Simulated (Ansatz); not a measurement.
# Two structures, one formula

The two ends of one reaction step of CH3N2, doublet (PBE0-D4/def2-TZVP).

A:

```
6
angstrom
H 0.6507 -1.1666 -0.4440
N 0.1125 -0.6234 0.2153
C -0.5243 1.0214 -0.7561
N -0.2126 2.1211 -0.5265
H 0.6761 -0.2377 0.9597
H -0.7026 -1.1149 0.5517
```

B:

```
6
angstrom
H -0.0830 0.5822 -0.3885
N 0.1625 -1.1474 0.7687
C -0.2092 1.4754 -0.9874
N -0.3428 2.4214 -1.6218
H 0.9642 -1.4030 1.3534
H -0.4919 -1.9287 0.8757
```

Computed with Ansatz 0.2.0 (basis: def2-TZVPP); correlated methods freeze the cores; orbitals are unrestricted. B3LYP uses VWN-RPA correlation.

Question: Which structure is lower at CCSD(T), and by how much? (An estimate is asked for; the value comes from the calculation.)

Answer: By the calculation: B, by 0.532 eV (electronic energy, against the other). By their contacts, A is a complex of NH₃ + CN and B is a complex of HCN ([CH][N]) + NH₂.

Question: Do the other methods give the same order? (A judgement: the text doesn't fix the answer.)

Answer: By the calculation: Not all: SPW92 gives the other order.

```json
{"method": "SPW92", "E(B) − E(A) (eV)": "0.307"}
{"method": "PBE-D4", "E(B) − E(A) (eV)": "-0.092"}
{"method": "BLYP-D4", "E(B) − E(A) (eV)": "-0.195"}
{"method": "r2SCAN-D4", "E(B) − E(A) (eV)": "-0.271"}
{"method": "B97M-V", "E(B) − E(A) (eV)": "-0.394"}
{"method": "PBE0-D4", "E(B) − E(A) (eV)": "-0.322"}
{"method": "B3LYP-D4", "E(B) − E(A) (eV)": "-0.355"}
{"method": "r2SCAN0-D4", "E(B) − E(A) (eV)": "-0.426"}
{"method": "BHLYP-D4", "E(B) − E(A) (eV)": "-0.628"}
{"method": "CAM-B3LYP-D4", "E(B) − E(A) (eV)": "-0.404"}
{"method": "wB97X-V", "E(B) − E(A) (eV)": "-0.396"}
{"method": "wB97M-V", "E(B) − E(A) (eV)": "-0.404"}
{"method": "B2PLYP", "E(B) − E(A) (eV)": "-0.433"}
{"method": "PBE-QIDH", "E(B) − E(A) (eV)": "-0.470"}
{"method": "RPA on PBE", "E(B) − E(A) (eV)": "-0.478"}
{"method": "HF", "E(B) − E(A) (eV)": "-1.280"}
{"method": "MP2", "E(B) − E(A) (eV)": "-0.596"}
{"method": "CCSD", "E(B) − E(A) (eV)": "-0.651"}
{"method": "CCSD(T)", "E(B) − E(A) (eV)": "-0.532"}
```

No T1 diagnostic of these runs exceeds 0.031. ⟨S²⟩ of the unrestricted Hartree–Fock references: 0.76 to 0.85 (a pure state has 0.75). The unrestricted reference is spin-contaminated, which hurts MP2 most.

Labels in which every atom is bracketed show which atoms are joined, not bond orders.

For scale, one of the runs: CCSD(T)/def2-TZVPP, 135 basis functions, launched by `ansatz run in.yaml --threads 2 --pin off --events-out ev --progress --plain --max-ram 4352MiB`. Hardware: 2 CPU threads of an Arm Neoverse N1, shared host. Wall time 68 s; peak host memory 1.7 GiB.
